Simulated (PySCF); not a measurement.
tetrafluoromethane (CF₄), SMILES FC(F)(F)F. The structure is a stationary point at B3LYP-D3(BJ)/def2-SVP.

**Question.** Give the equilibrium geometry at B3LYP-D3(BJ)/def2-SVP (PySCF confirms it by a frequency run) as Cartesian coordinates in Å, and its point group. (The exact figures need the calculation; the answer reports its results.)

**Answer.** point group Td.
```xyz
5

F      0.7638    -0.7638     0.7638
C      0.0000     0.0000     0.0000
F     -0.7638    -0.7638    -0.7638
F     -0.7638     0.7638     0.7638
F      0.7638     0.7638    -0.7638
```
Charge 0, spin multiplicity 1.
